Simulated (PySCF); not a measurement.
PySCF job for Na2, SMILES [Na][Na], TDA-M06-2X/def2-TZVPD. Geometry: B3LYP-D3(BJ)/def2-TZVPD.

```python
import numpy as np
from pyscf import gto, scf, dft, tdscf

mol = gto.M(
    atom='''
    Na    0.00000000    0.00000000   -1.52700296
    Na    0.00000000    0.00000000    1.52700296
    ''',
    basis='def2-TZVPD',
    charge=0,
    spin=0,
    symmetry=True,
    symmetry_subgroup='D2h',
    max_memory=1600,
    verbose=4,
)
mf = dft.RKS(mol, xc='m06-2x').density_fit(auxbasis='def2-universal-jkfit')
mf.grids.level = 4
mf.conv_tol = 1e-9
mf.max_cycle = 100
mf.kernel()
mf.grids = dft.Grids(mol).set(level=2).build(with_non0tab=True)  # coarser grid for the response kernel
td = tdscf.TDA(mf)
td.singlet = True
td.nstates = 10
td.conv_tol = 1e-4
td.kernel(x0=td.get_init_guess(mf, 15))
td.analyze()
tt = tdscf.TDA(mf)
tt.singlet = False
tt.nstates = 4
tt.conv_tol = 1e-4
tt.kernel(x0=tt.get_init_guess(mf, 9))
tt.analyze(verbose=3)
```

It prints:

```
PySCF version 2.14.0

[INPUT] verbose = 4
[INPUT] num. atoms = 2
[INPUT] num. electrons = 22
[INPUT] charge = 0
[INPUT] spin (= nelec alpha-beta = 2S) = 0
[INPUT] symmetry True subgroup D2h
[INPUT] Mole.unit = angstrom
[INPUT] Symbol           X                Y                Z      unit          X                Y                Z       unit  Magmom
[INPUT]  1 Na     0.000000000000   0.000000000000  -1.527002960000 AA    0.000000000000   0.000000000000  -2.885617385800 Bohr   0.0
[INPUT]  2 Na     0.000000000000   0.000000000000   1.527002960000 AA    0.000000000000   0.000000000000   2.885617385800 Bohr   0.0

nuclear repulsion = 20.9660505574004
point group symmetry = Dooh, use subgroup D2h
symmetry origin: [0. 0. 0.]
symmetry axis x: [1. 0. 0.]
symmetry axis y: [0. 1. 0.]
symmetry axis z: [0. 0. 1.]
num. orbitals of irrep Ag = 16
num. orbitals of irrep B1g = 3
num. orbitals of irrep B2g = 8
num. orbitals of irrep B3g = 8
num. orbitals of irrep Au = 3
num. orbitals of irrep B1u = 16
num. orbitals of irrep B2u = 8
num. orbitals of irrep B3u = 8
number of shells = 26
number of NR pGTOs = 112
number of NR cGTOs = 70
basis = def2-TZVPD
ecp = {}


[settings echo left out]
init E= -324.489346798515
HOMO (Ag) = -0.154690205538772  LUMO (B1u) = -0.0597295050463025  gap/eV = 2.58401
cycle= 1 E= -324.521772499501  delta_E= -0.0324  |g|= 0.0981  |ddm|= 0.947
HOMO (Ag) = -0.150935042754136  LUMO (B1u) = -0.0368162170822721  gap/eV = 3.10533
cycle= 2 E= -324.522765450022  delta_E= -0.000993  |g|= 0.0452  |ddm|= 0.0853
HOMO (Ag) = -0.152202419672132  LUMO (B1u) = -0.0368162909432499  gap/eV = 3.13982
cycle= 3 E= -324.522994260618  delta_E= -0.000229  |g|= 0.00391  |ddm|= 0.0237
HOMO (Ag) = -0.152614334182623  LUMO (B1u) = -0.0368988743398369  gap/eV = 3.14878
cycle= 4 E= -324.522997063157  delta_E= -2.8e-06  |g|= 0.00068  |ddm|= 0.00825
HOMO (Ag) = -0.152468008781743  LUMO (B1u) = -0.0368084579403973  gap/eV = 3.14726
cycle= 5 E= -324.522997242152  delta_E= -1.79e-07  |g|= 8.82e-05  |ddm|= 0.00254
HOMO (Ag) = -0.152432372640279  LUMO (B1u) = -0.0367836463044577  gap/eV = 3.14696
cycle= 6 E= -324.522997255541  delta_E= -1.34e-08  |g|= 2.58e-05  |ddm|= 0.000992
HOMO (Ag) = -0.152438858011295  LUMO (B1u) = -0.0367861210203841  gap/eV = 3.14707
cycle= 7 E= -324.522997255806  delta_E= -2.64e-10  |g|= 1.7e-06  |ddm|= 0.000121
HOMO (Ag) = -0.152439164802447  LUMO (B1u) = -0.036786239196001  gap/eV = 3.14708
Extra cycle  E= -324.522997255808  delta_E= -2.1e-12  |g|= 4.06e-07  |ddm|= 8.65e-06
converged SCF energy = -324.522997255808
tot grids = 22632


******** <class 'pyscf.tdscf.rks.TDA'> for <class 'pyscf.df.df_jk.DFSymAdaptedRKS'> ********
nstates = 10 singlet
deg_eia_thresh = 1.000e-03
wfnsym = None
conv_tol = 0.0001
eigh lindep = 1e-12
eigh level_shift = 0
eigh max_cycle = 100


Excitation energies (eV)
[2.26051526 2.69107365 2.69107365 3.06622124 3.1337601  3.1337601
 3.45335361 3.80664274 3.8497325  3.8497325 ]

** Singlet excitation energies and oscillator strengths **
Excited State   1:  B1u      2.26052 eV    548.48 nm  f=0.9950
      11 -> 12        0.70461
Excited State   2:  B3u      2.69107 eV    460.72 nm  f=0.6006
      11 -> 14       -0.70404
Excited State   3:  B2u      2.69107 eV    460.72 nm  f=0.6006
      11 -> 13       -0.70404
Excited State   4:   Ag      3.06622 eV    404.36 nm  f=0.0000
      11 -> 15        0.68195
      11 -> 22       -0.18220
Excited State   5:  B2g      3.13376 eV    395.64 nm  f=0.0000
      11 -> 16       -0.65784
      11 -> 23        0.25926
Excited State   6:  B3g      3.13376 eV    395.64 nm  f=0.0000
      11 -> 17       -0.65784
      11 -> 24        0.25926
Excited State   7:  B1u      3.45335 eV    359.03 nm  f=0.0929
      11 -> 18        0.70294
Excited State   8:   Ag      3.80664 eV    325.70 nm  f=0.0000
      11 -> 15        0.17369
      11 -> 21       -0.34255
      11 -> 22        0.59170
Excited State   9:  B3u      3.84973 eV    322.06 nm  f=0.2475
      11 -> 20       -0.70584
Excited State  10:  B2u      3.84973 eV    322.06 nm  f=0.2475
      11 -> 19        0.70584

** Transition electric dipole moments (AU) **
state          X           Y           Z        Dip. S.      Osc.
  1        -0.0000      0.0000     -4.2387     17.9668      0.9950
  2        -3.0181     -0.0000     -0.0000      9.1091      0.6006
  3         0.0000     -3.0181      0.0000      9.1091      0.6006
  4         0.0000     -0.0000     -0.0000      0.0000      0.0000
  5         0.0000     -0.0000      0.0000      0.0000      0.0000
  6        -0.0000      0.0000     -0.0000      0.0000      0.0000
  7        -0.0000      0.0000     -1.0481      1.0985      0.0929
  8         0.0000     -0.0000      0.0000      0.0000      0.0000
  9        -1.6198     -0.0000      0.0000      2.6239      0.2475
 10        -0.0000      1.6198     -0.0000      2.6239      0.2475

** Transition velocity dipole moments (imaginary part, AU) **
state          X           Y           Z        Dip. S.      Osc.
  1        -0.0000      0.0000     -0.1811      0.0328      0.2631
  2        -0.1923      0.0000     -0.0000      0.0370      0.2493
  3         0.0000     -0.1923      0.0000      0.0370      0.2493
  4         0.0000     -0.0000      0.0000      0.0000      0.0000
  5         0.0000     -0.0000      0.0000      0.0000      0.0000
  6        -0.0000      0.0000     -0.0000      0.0000      0.0000
  7        -0.0000      0.0000     -0.0413      0.0017      0.0090
  8         0.0000     -0.0000      0.0000      0.0000      0.0000
  9        -0.0975     -0.0000      0.0000      0.0095      0.0448
 10        -0.0000      0.0975     -0.0000      0.0095      0.0448

** Transition magnetic dipole moments (imaginary part, AU) **
state          X           Y           Z
  1         0.0000      0.0000      0.0000
  2        -0.0000     -0.0000      0.0000
  3        -0.0000      0.0000     -0.0000
  4        -0.0000     -0.0000      0.0000
  5         0.0000     -0.2052     -0.0000
  6         0.2052     -0.0000      0.0000
  7         0.0000      0.0000     -0.0000
  8        -0.0000     -0.0000     -0.0000
  9        -0.0000     -0.0000      0.0000
 10         0.0000     -0.0000      0.0000


******** <class 'pyscf.tdscf.rks.TDA'> for <class 'pyscf.df.df_jk.DFSymAdaptedRKS'> ********
nstates = 4 triplet
deg_eia_thresh = 1.000e-03
wfnsym = None
conv_tol = 0.0001
eigh lindep = 1e-12
eigh level_shift = 0
eigh max_cycle = 100


Excitation energies (eV)
[0.51251228 1.78790428 1.78790428 2.33519928]

** Triplet excitation energies and oscillator strengths **
Excited State   1:  B1u      0.51251 eV   2419.15 nm  f=0.0000
Excited State   2:  B2u      1.78790 eV    693.46 nm  f=0.0000
Excited State   3:  B3u      1.78790 eV    693.46 nm  f=0.0000
Excited State   4:   Ag      2.33520 eV    530.94 nm  f=0.0000
```

Self-consistency was reached.

Cost: roughly 17 core-seconds.
